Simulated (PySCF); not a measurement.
## How methods differ on the ionisation energy of Mg

Mg [Ne] 3s2 (1S) → Mg⁺ [Ne] 3s1 (2S), as a difference of total energies. Calculation: PySCF 2.14, in aug-cc-pVDZ; the non-relativistic Hamiltonian (point nucleus). Correlated levels: valence: [Ne] frozen. The calculations carry no spin-orbit coupling.

```csv
method,ionisation energy (eV),error (eV)
UHF,6.624,-1.022
BP86,7.739,+0.093
r2SCAN,7.392,-0.254
MP2 (valence),7.214,-0.432
SCS-MP2 (valence),7.332,-0.314
CCSD (valence),7.520,-0.126
```

Reference: 7.646 eV (measured; NIST Atomic Spectra Database, ionization energies).

Errors of the correlated levels include the incompleteness of this basis and the frozen core.

With two correlated electrons CCSD is exact in that space.
